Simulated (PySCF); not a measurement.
Several molecules and their computed UV-vis stick spectra, shuffled. The calculation used TDDFT CAM-B3LYP/def2-SVPD, vertical, gas phase, core orbitals frozen in the response in PySCF. Geometries: GFN2-xTB; one conformer of each isolated species. Triplets are in the Tamm–Dancoff approximation.

A. `CCP1C=C1`
B. `C#CCPC`
C. `C=P/C=C\C`
D. `[H]/P=C(/C)C=C`

Lowest singlet levels (six at most, fewer where fewer were computed) with oscillator strengths:

1. 6.28 eV (f 0.020); 6.45 eV (f 0.116); 6.57 eV (f 0.020); 6.73 eV (f 0.030); 6.80 eV (f 0.011); 7.20 eV (f 0.110); T1 5.18 eV
2. 5.04 eV (f 0.000); 5.46 eV (f 0.018); 5.70 eV (f 0.004); 6.56 eV (f 0.023); 6.78 eV (f 0.016); 6.96 eV (f 0.009); T1 4.00 eV
3. 4.47 eV (f 0.007); 4.94 eV (f 0.355); 6.47 eV (f 0.026); 6.72 eV (f 0.009); 6.75 eV (f 0.004); 6.79 eV (f 0.010); T1 2.57 eV
4. 4.56 eV (f 0.498); 4.58 eV (f 0.013); 6.08 eV (f 0.001); 6.31 eV (f 0.000); 6.38 eV (f 0.011); 6.89 eV (f 0.007); T1 2.12 eV

**Question.** Match each spectrum to its molecule.

**Answer.** 1 = B, 2 = A, 3 = C, 4 = D.
- A: S1 at 5.04 eV, HOMO→LUMO (92%); Löwdin shares by element: HOMO phosphorus 47%, carbon 45% or more; LUMO carbon 68% or more, phosphorus 10%, hydrogen 8% or more; HOMO -7.76 and LUMO 0.83 eV.
- B: S1 at 6.28 eV, HOMO→LUMO (47%), HOMO→LUMO+2 (16%), HOMO→LUMO+3 (8%); Löwdin shares by element: HOMO phosphorus 54%, carbon 30% or more (atoms not listed hold the other 16%); LUMO carbon 40% or more, phosphorus 18% (atoms not listed hold the other 42%); HOMO -8.19 and LUMO 1.22 eV.
- C: S1 at 4.47 eV, HOMO-1→LUMO (99%); Löwdin shares by element: HOMO carbon 65% or more, phosphorus 20%; LUMO carbon 54% or more, phosphorus 34%; HOMO -8.00 and LUMO -0.58 eV; point group Cs.
- D: S1 at 4.56 eV, HOMO→LUMO (96%); Löwdin shares by element: HOMO carbon 55% or more, phosphorus 32%; LUMO carbon 48% or more, phosphorus 37% (atoms not listed hold the other 15%); HOMO -7.78 and LUMO -1.01 eV; point group Cs, 1 of its 6 listed states under f = 0.0005.
C and D have S1 within 0.09 eV of each other; their strongest listed levels stand at 4.94 eV (f 0.355) and 4.56 eV (f 0.498).
